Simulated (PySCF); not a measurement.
Gas-phase reaction: 4 Cl + CF4 → CCl4 + 2 F2

Computed with PySCF (xtb for GFN2) and rigid-rotor harmonic-oscillator thermochemistry at 1 bar. The comparison is the NASA 1993 polynomial table, which mixes measured and estimated data. † marks an energy on the PBE0/def2-TZVP geometry and frequencies; other levels use their own. CCSD(T) freezes the core. 6-31G* has spherical d functions here. Open shells (unrestricted): Cl (multiplicity 2); the rest are closed-shell singlets. GFN2 has no spin-polarisation term. Spin-orbit splitting is ignored; it lowers the true energy and changes the entropy of Cl. CCSD(T) isn't extrapolated to the basis-set limit.

Levels: a) CCSD(T)/def2-SVP†; b) GFN2-xTB; c) PBE0/def2-SVP†; d) HF/6-31G*; e) LDA/def2-TZVP†.

Problem. Order the levels by the distance of their ΔH°(298 K) from the table for this reaction, closest first.

Solution. c (+77 kJ), a (+142 kJ), e (-188 kJ), b (-238 kJ), d (+536 kJ)

The table gives 352 kJ. The order holds for this reaction alone, and for the 1993 entries, some of which have been revised since.
